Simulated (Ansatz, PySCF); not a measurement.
C3H7, SMILES C[CH]C (connectivity only; charge and spin as stated), charge +1, multiplicity 1. Atoms are numbered in the order given.

```xyz
10

C      1.2698     0.0547    -0.1899
C      0.0000     0.0000     0.4602
C     -1.2698    -0.0547    -0.1899
H      2.0087     0.6533     0.3520
H      1.2429     0.2321    -1.2631
H      1.6338    -0.9898    -0.0208
H      0.0000     0.0000     1.5529
H     -1.6338     0.9898    -0.0208
H     -2.0087    -0.6533     0.3520
H     -1.2429    -0.2321    -1.2631
```
Charge +1, spin multiplicity 1.

Geometry optimised at PBE0-D3(BJ)/def2-TZVP. The multiplicity is an assumed one; other spin states were not compared. The isomer is the one that the SMILES or the coordinates give; other isomers of the formula were not compared.

Two levels are set side by side: PBE-D3(BJ)/def2-TZVP (Ansatz, a program for electronic structure) and PBE0-D3(BJ)/def2-TZVP (Ansatz). Each level has its own optimised geometry; the coordinates shown are those of the second. Frequencies come from the Hessian of PySCF at each geometry. Differences are taken from unrounded values.

```
quantity                            PBE0-D3(BJ)  PBE-D3(BJ)  PBE-D3(BJ) minus PBE0-D3(BJ)
----------------------------------  -----------  ----------  ----------------------------
mean bond length (Å)                      1.172       1.180                         0.007
bond C1–C2 (Å)                            1.428       1.433                         0.005
bond C2–C3 (Å)                            1.428       1.433                         0.005
bond C1–H4 (Å)                            1.095       1.107                         0.012
bond C1–H5 (Å)                            1.088       1.094                         0.006
bond C1–H6 (Å)                            1.119       1.124                         0.005
bond C2–H7 (Å)                            1.093       1.100                         0.008
bond C3–H8 (Å)                            1.119       1.124                         0.005
bond C3–H9 (Å)                            1.095       1.107                         0.012
bond C3–H10 (Å)                           1.088       1.095                         0.006
highest harmonic wavenumber (cm⁻¹)         3190        3108                           -82
mean harmonic wavenumber (cm⁻¹)            1612        1561                           -50
zero-point energy (kcal/mol)              55.29       53.56                         -1.73
```

GGA bonds tend to be longer and softer than those of functionals with exact exchange. Differences between two approximate levels are no errors against the true value.
